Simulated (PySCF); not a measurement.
Calculations on `NBCl` (BClH3N), in the order of a workflow; each names the level of the geometry that it ran on. Settings lines and outputs come from a driver script.

Species: BClH3N.
Atom-mapped SMILES: `[NH2:1][BH:2][Cl:3]` (hydrogens: H4, H5 on N1; H6 on B2)

Step 1: PBE0-D3(BJ)/def2-SVP geometry optimisation, gas phase (PySCF 2.14.0) (from the GFN2-xTB geometry)
```json
{"job": {"xc": "PBE0", "basis": "def2-SVP", "d3": "d3bj", "grid": 1, "kind": "geom"}, "charge": 0, "multiplicity": 1}
```
```
step   0  E = -541.23832952  max force = 0.018282
step   1  E = -541.24002486  max force = 0.008605
step   2  E = -541.24016382  max force = 0.005362
step   3  E = -541.24024315  max force = 0.002283
step   4  E = -541.24027134  max force = 0.000367
step   5  E = -541.24027199  max force = 0.000124
optimisation converged
```

Final energy -541.24027 Eh after 5 steps; dipole 2.82 D. Energies in Eh; «max force» is the largest Cartesian gradient component in Eh/bohr.

On one thread of an Arm Neoverse V1, shared host, this took 5.0 s.

Step 2: TDDFT wB97X-D/def2-SVPD, vertical, gas phase, core orbitals frozen in the response (PySCF 2.14.0, density-fitted response routines) (on the PBE0-D3(BJ)/def2-SVP geometry)
```json
{"job": {"kind": "uv", "xc": "wB97X-D", "basis": "def2-SVPD", "ip": true}, "charge": 0, "multiplicity": 1}
```
```
...
Static polarisability (au): isotropic 38.052, principal 30.084 37.162 46.911
Singlet excitations
state   eV       nm        f      main configurations
  1   7.2425    171.2   0.00192   H-1->L+1 0.98
  2   7.7741    159.5   0.17034   H->L+1 0.91
  3   7.8146    158.7   0.01490   H->L 0.85
  4   8.4772    146.3   0.08042   H-1->L 0.78, H-1->L+2 0.09
  5   8.8780    139.7   0.00083   H-3->L+1 0.72, H->L+2 0.17
  6   8.9772    138.1   0.06905   H->L+2 0.50, H-3->L+1 0.24, H-2->L 0.09
  7   9.0696    136.7   0.01036   H->L+3 0.62, H->L+5 0.19
  8   9.2027    134.7   0.05883   H-1->L+2 0.47, H-1->L+3 0.20, H-1->L 0.11
  9   9.2437    134.1   0.15261   H-2->L+1 0.89
 10   9.5360    130.0   0.07397   H-1->L+3 0.62, H-1->L+2 0.29
Triplet excitations (Tamm-Dancoff, eV): 6.3245 6.9384 7.6398 7.9417
Vertical ionisation energy (delta-SCF) = 10.9914 eV
```

HOMO -10.40 eV, LUMO 1.78 eV; lowest singlet 7.24 eV; lowest triplet 6.32 eV (Tamm–Dancoff); mean polarisability 38.1 au.

Hardware: one thread of an Arm Neoverse V1, on a shared host. Cost: 9.7 s of wall time.

Step 3: delta-SCF UKS SCAN, pcX-2 on the ionised atom, pcseg-1 elsewhere, spin-free X2C (PySCF 2.14.0) (on the PBE0-D3(BJ)/def2-SVP geometry)
```json
{"job": {"kind": "xps"}, "charge": 0, "multiplicity": 1}
```
```
...
ground state, core basis on atom 0 (N), 92 functions
  E(ground) = -542.99669563 Eh
hole in N 1s of atom 0
  E(ion) = -528.08029173 Eh   <S^2> = 0.7641   hole on atom = 1.000   binding energy = 405.896 eV
ground state, core basis on atom 1 (B), 92 functions
  E(ground) = -542.98247545 Eh
hole in B 1s of atom 1
  E(ion) = -535.73554417 Eh   <S^2> = 0.8280   hole on atom = 1.000   binding energy = 197.199 eV
ground state, core basis on atom 2 (Cl), 103 functions
  E(ground) = -543.15484311 Eh
hole in Cl 1s of atom 2
  E(ion) = -439.20616341 Eh   <S^2> = 0.7520   hole on atom = 1.000   binding energy = 2828.588 eV
hole in Cl 2p of atom 2
  E(ion) = -535.56327883 Eh   <S^2> = 0.7516   hole on atom = 1.001   binding energy = 206.577 eV
  2p3/2 = 205.992 eV   2p1/2 = 207.646 eV
```

N1s of N1 405.90 eV; B1s of B2 197.20 eV; Cl1s of Cl3 2828.59 eV; Cl2p of Cl3 206.54 eV (mean of the 2p shell). SCF cycles are left out; they run on a coarse grid, and E(ground) and E(ion) are re-evaluated on a finer one. For a 2p shell the printed binding energy is that of one 2p hole without spin–orbit coupling; the 2p3/2 and 2p1/2 values follow from a further step that adds the ground-state splitting of the three 2p orbitals and a mean-field spin–orbit operator, and the shell mean corrects the one hole to the average of the three. The log counts atoms from 0, this text from 1.

The run took 8.4 s of wall time on an Arm Neoverse V1 with one thread, shared host.

Geometry of the electronic-property runs (PBE0-D3(BJ)/def2-SVP):
```
atom  x, y, z in Å
N1     0.1194   -0.4872   -0.7311
B2     1.4821   -0.2345   -0.7100
Cl3    2.6271   -1.5698   -0.9283
H4    -0.5672    0.2448   -0.6083
H5    -0.2684   -1.4123   -0.8674
H6     1.9096    0.8791   -0.5448
```


The pairwise dispersion term of wB97X-D wasn't added to the energies; at a given geometry it leaves orbitals and properties as they are.
